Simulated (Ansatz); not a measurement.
# CH₂N+ (quintet): from Hartree-Fock to the top rungs, def2-TZVPP

An exercise on one series of results from a longer session: the logs are not shown, and one member is left open.

The runs use Ansatz 0.2.0, Gaussian basis; def2-TZVPP, core rule «outside noble gas», up to 2 orbitals frozen.

Plan: UHF; ROHF; CCSD(T) on UHF.

## The system

The geometry is a PBE0/def2-TZVP stationary point (not a proven minimum) of the parent state, kept for this charge and spin.

4 atoms, charge 1, spin multiplicity 5.

Atoms are counted from 1 here; the program's logs count them from 0.

Bond lengths: N1–C2 1.483 Å, C2–H3 1.088 Å, C2–H4 1.088 Å. Angles: N1–C2–H3 115.8°, N1–C2–H4 115.8°, H3–C2–H4 117.5°.

As a file:

```xyz
4
CH2N
N    -0.03150    0.00000    0.77553
C     0.07081    0.00000   -0.70359
H    -0.20304   -0.93019   -1.19655
H    -0.20304    0.93018   -1.19655
```

The first run:

in.yaml

```yaml
crystal:
  periodic: [false, false, false]
  atoms:
    - {symbol: N, position_ang: [-0.031501, 0.000001, 0.775533]}
    - {symbol: C, position_ang: [0.070814, -0.000001, -0.703585]}
    - {symbol: H, position_ang: [-0.203041, -0.930186, -1.196548]}
    - {symbol: H, position_ang: [-0.203042, 0.930183, -1.196550]}
basis:
  gaussian: {orbitals: def2-TZVPP}
total_charge: 1
magnetization: {spin_polarized: true, initial_magnetization: 4}
hamiltonian: {xc: hf}
output: {orbitals: {seedname: orbitals}}
```

Launch:

```bash
$ ansatz run in.yaml --threads 1 --pin off --events-out ev --progress --plain --max-ram 2560MiB --backend cpu
```

Among the steps run: UHF; ROHF; CCSD(T) on UHF.

One of the session's tables, all rows but one given; the rest of the session is left out.

| method | from UCCSD(T) (meV) |
| --- | --- |
| ROHF | +7014.6 |
| UHF | +6863.5 |
| UMP2 | +1092.9 |
| UCCSD | ? |
| UCCSD(T) | 0 |

Estimate the missing values for UCCSD.

**Answer.** from UCCSD(T) (meV): +200.2. In the column «from UCCSD(T) (meV)» it lies between UCCSD(T) (0) and UMP2 (+1092.9).
